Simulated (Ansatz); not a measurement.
AlH3 (SMILES [AlH3]): methods side by side

AlH3: 4 atoms, total charge 0, spin state singlet. SMILES: `[AlH3]`. The shape was relaxed beforehand at r2SCAN/def2-SVP.

Each level gives the adiabatic electron affinity (to the doublet anion, shapes relaxed at r2SCAN/def2-SVP, no zero-point term) (eV). The values are calculated.

The electron affinity is E(neutral) − E(anion): positive where the electron is bound.

```
               level                    kind  program  value (eV)  less CCSD(T)/def2-TZVPP  CPU time (all runs)
     BLYP/def2-TZVPP                     GGA   Ansatz        0.12                    -0.05                1.9 s
      PBE/def2-TZVPP                     GGA   Ansatz        0.34                    +0.17                  2 s
   r2SCAN/def2-TZVPP                meta-GGA   Ansatz        0.40                    +0.23                  4 s
    B3LYP/def2-TZVPP           global hybrid   Ansatz        0.25                    +0.08                2.3 s
CAM-B3LYP/def2-TZVPP  range-separated hybrid   Ansatz        0.23                    +0.06                2.7 s
  wB97M-V/def2-TZVPP  range-separated hybrid   Ansatz        0.03                    -0.14                7.7 s
  RPA@PBE/def2-TZVPP                     RPA   Ansatz        0.42                    +0.25                2.6 s
  CCSD(T)/def2-TZVPP   coupled cluster or CI   Ansatz        0.17                     0.00                4.7 s
```

Differences are taken from CCSD(T)/def2-TZVPP for orientation; it has basis-set and higher-order errors of its own. Sets without diffuse functions describe the anion poorly, and affinities from them come out too low, at high levels too. The values span 0.03 to 0.42 eV. In so small a basis fixed costs decide the times, and correlated methods can beat functionals. Times are those of the runs behind each value, whatever else they computed, on shared processors of several kinds: orders of magnitude only.
